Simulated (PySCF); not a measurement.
## `InChI=1S/C5H11Cl/c1-3-5(2)4-6/h5H,3-4H2,1-2H3/t5-/m0/s1`

Geometry (Å), atoms numbered from 1 in this order:
```xyz
17

C     1.830    0.209    0.672
C     0.533   -0.320    0.079
C    -0.750    0.264    0.682
C    -1.976   -0.523    0.239
C    -0.875    1.739    0.329
Cl   -2.228    2.541    1.186
H     2.701   -0.309    0.243
H     1.859    0.058    1.763
H     1.972    1.285    0.484
H     0.497   -1.414    0.212
H     0.522   -0.157   -1.014
H    -0.671    0.201    1.783
H    -2.896   -0.084    0.651
H    -1.914   -1.569    0.573
H    -2.064   -0.525   -0.860
H    -1.057    1.872   -0.748
H     0.029    2.299    0.600
```

Theory: quadratic response CAM-B3LYP/def2-TZVPD first hyperpolarisability, Taylor convention, gas phase in PySCF. Geometry: PBE0-D3(BJ)/def2-SVP.

Question: Give the tensor of the static β(0;0,0) in the axes of these coordinates.

Answer: In au, Taylor convention; rows are the first index (the induced dipole):
```tsv
	xx	yy	zz	xy	xz	yz
x	+1.3	+25.3	+0.7	-9.2	+3.7	-0.3
y	-9.2	-19.9	-0.8	+25.3	-0.3	-5.8
z	+3.7	-5.8	+4.2	-0.3	+0.7	-0.8
```
Norm of βᵢ = ⅓ Σⱼ (βᵢⱼⱼ + βⱼᵢⱼ + βⱼⱼᵢ): 40.5 au, hyper-Rayleigh value 19.6 au.
